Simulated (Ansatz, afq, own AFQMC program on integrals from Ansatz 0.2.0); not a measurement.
AFQMC on a folder of integrals that Ansatz 0.2.0 wrote.

```yaml
crystal:
  periodic: [false, false, false]
  atoms:
    - {symbol: Al, position_ang: [0.000000, 0.008757, 0.923273]}
    - {symbol: C, position_ang: [0.000000, 0.557611, -0.871226]}
    - {symbol: B, position_ang: [0.000000, -0.817776, -1.190702]}
    - {symbol: H, position_ang: [0.000000, 1.892354, -1.562220]}
basis:
  gaussian: {orbitals: cc-pVDZ}
magnetization: {spin_polarized: true, initial_magnetization: 3}
correlation: {method: ccsd_t, electrons: outside_noble_gas, hamiltonian_folder: ham}
```

```sh
$ ansatz run in.yaml --threads 1 --pin off --events-out ev --progress --plain --max-ram 1382MiB
```

afq runs on the folder ham with

```
--method phaseless --trial cisd --walkers 60 --populations 1 --least-time 40 --time-step 0.005 --steps-per-block 50 --equilibration-blocks 40 --max-blocks 300 --target-error 0.0008 --factor-cut 1e-05 --start spin_pure --seed 4304 --release-times 0.24,0.51,0.99,1.62,2.4 --release-step 0.03 --release-every 4 --taylor-order 6
```

Times are imaginary, in 1/Eh. The walk had a cap of 2083 s.

Log:

```
orbitals 44  electrons 7 4  factors 350 of 492
reference energy -304.82124368 Eh
CCSD correlation -0.25145182 Eh in 15 cycles, weight of the determinant in the CISD state 0.8228
energy of the start -305.064888 Eh
 block  time / (1/Eh)  mean weight  energy / Eh
     1     0.250  1.0020  -305.065143
     2     0.500  1.0004  -305.067270
     3     0.750  0.9992  -305.070407
     4     1.000  1.0013  -305.071899
     5     1.250  1.0000  -305.071547
     7     1.750  1.0014  -305.075755
     9     2.250  1.0010  -305.077591
    13     3.250  0.9985  -305.089997
    25     6.250  1.0015  -305.092840
    37     9.250  0.9989  -305.088985
    49    12.250  1.0001  -305.088544
    61    15.250  0.9982  -305.080237
    73    18.250  1.0001  -305.110922
    79    19.750  1.0019  -305.076096
    85    21.250  0.9983  -305.086670
    97    24.250  1.0008  -305.092381
   109    27.250  1.0003  -305.085394
   121    30.250  1.0019  -305.087269
   133    33.250  1.0024  -305.087232
   145    36.250  0.9993  -305.097729
   157    39.250  1.0006  -305.087387
   169    42.250  1.0023  -305.095232
   175    43.750  0.9993  -305.117604
   181    45.250  0.9991  -305.079936
   193    48.250  0.9981  -305.092395
   205    51.250  0.9996  -305.080659
   217    54.250  1.0011  -305.083411
   229    57.250  0.9991  -305.083020
   241    60.250  0.9979  -305.083666
   253    63.250  1.0020  -305.080424
   259    64.750  1.0011  -305.097520
blocks merged  error / Eh  count
     1  0.000512  220
     2  0.000643  110
     4  0.000770  55
     8  0.000742  27
    16  0.000783  13
released: time / (1/Eh)  energy / Eh  error  mean overlap
  0.24  -305.088941  0.001115  1.0103
  0.51  -305.090152  0.001057  0.9970
  0.99  -305.090217  0.000854  1.0051
  1.62  -305.091196  0.001073  0.9812
  2.40  -305.090373  0.001134  0.9843
energy -305.088958 +/- 0.000770 Eh
(rows thinned)
```

The run passed its tests (sampling time, drift between the halves within three errors, error under three times the target), which doesn't prove that it has relaxed.

Against this walk (error 20.9 meV) on the same determinant: CCSD(T) 27.5 meV higher (within the noise), CCSDT(Q) 64.7 meV lower. The error is statistical and leaves out the bias of the constraint. The determinant has ⟨S²⟩ = 3.90, so the low cluster orders mix in higher spin (the high orders can go on to a lower state of that spin), while the walk starts as a pure quartet. None of these is a sure reference here. Released to 2.40 1/Eh the energy moves by -39 ± 37 meV (both errors), within twice the noise.

Cautions: constraint bias not in the error; lower spins were not checked; higher spins were not checked; raised T1 diagnostic (T1 0.041, weight of the determinant 0.82, largest double 0.08); (T) is large, 6 % of the CCSD correlation; unrestricted determinant spin contaminated (⟨S²⟩ 3.90 against 3.75); the bias of populations of 60 walkers isn't removed.

The walk took 5.9 min on 1 thread of Intel(R) Xeon(R) 6975P-C (Granite Rapids), on a shared host. The log's last line is the phaseless energy.

CCSDT and higher add their correlation energy to the determinant of the CCSD(T) run, since their own runs factorise the integrals more tightly (a shift of under 2 meV). A walk keeps the symmetry of its determinant, which the program's search chose and which needn't be the lowest solution, so a lower state of the same spin and another symmetry isn't excluded.
